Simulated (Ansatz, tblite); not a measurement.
# The cluster Mg₂Te: removing and adding an electron

One table from this session's results is given with a row withheld; the runs are named, their logs left out.

Method: as each input shows; program: Ansatz 0.2.0, Gaussian basis.

Plan: charge +1 doublet, at the geometry of the singlet (PBE0-D4/def2-TZVP, PBE-D4/def2-TZVP, r2SCAN-D4/def2-TZVP, CCSD(T)/def2-TZVPP); charge +1 doublet, relaxed (PBE0-D4/def2-TZVP, PBE-D4/def2-TZVP); charge -1 doublet, at the geometry of the singlet (PBE0-D4/def2-TZVPD, PBE-D4/def2-TZVPD, r2SCAN-D4/def2-TZVPD, CCSD(T)/def2-TZVPD); the starting singlet's energies come from earlier runs.

5 further runs of the same task are left out: 5 set aside as unsound or not needed.

### The relaxed structure

The singlet was relaxed beforehand with B3LYP-D4/def2-TZVP. At that level it is the lowest of the isomers that a small search found.

3 atoms, charge 0, spin multiplicity 1.

Atoms are counted from 1 here; the program's logs count them from 0.

Bond lengths: Mg1–Te3 2.677 Å, Mg2–Te3 2.677 Å. Angles: Mg1–Te3–Mg2 62.0°.

Te takes a core potential in the def2 sets. No spin-orbit coupling is included.

The first run:

File in.yaml:

```yaml
crystal:
  periodic: [false, false, false]
  atoms:
    - {symbol: Mg, position_ang: [0.866986, 1.231059, -0.469331]}
    - {symbol: Mg, position_ang: [-0.942739, -0.784873, -0.991335]}
    - {symbol: Te, position_ang: [0.075754, -0.446186, 1.460665]}
basis:
  gaussian: {orbitals: def2-TZVP}
total_charge: 1
magnetization: {spin_polarized: true, initial_magnetization: 1}
hamiltonian: {xc: pbe0, dispersion: d4}
output: {orbitals: {seedname: orbitals}}
```

Run with:

```sh
ansatz run in.yaml --threads 2 --pin off --events-out ev --progress --plain --max-ram 32768MiB --backend cpu
```

Among the steps run: Charge +1 doublet at the fixed geometry, PBE0-D4/def2-TZVP; Charge +1 doublet at the fixed geometry, PBE-D4/def2-TZVP; Charge +1 doublet at the fixed geometry, r2SCAN-D4/def2-TZVP; Charge +1 doublet at the fixed geometry, CCSD(T)/def2-TZVPP.

One of the session's tables, all rows but one given; the rest of the session is left out.

It belongs to the step «Vertical ionisation energy». 

```
             method  vertical ionisation energy (eV)
      HF/def2-TZVPP                             5.52
   PBE-D4/def2-TZVP                             6.45
r2SCAN-D4/def2-TZVP                                ?
  PBE0-D4/def2-TZVP                             6.41
     MP2/def2-TZVPP                             6.37
    CCSD/def2-TZVPP                             6.40
 CCSD(T)/def2-TZVPP                             6.51
```

Estimate the missing values for r2SCAN-D4/def2-TZVP.

As computed: vertical ionisation energy (eV): 6.34. In the column «vertical ionisation energy (eV)» it lies between HF/def2-TZVPP (5.52) and MP2/def2-TZVPP (6.37).

The closed-shell reference under CCSD(T)/def2-TZVPP is unstable towards broken spin symmetry, which adds to the doubt on it.

Limits of these values: CCSD(T)/def2-TZVPD is no safe reference here (spin contamination). The anion's highest level is positive in at least one run, so there the basis alone may hold the extra electron.
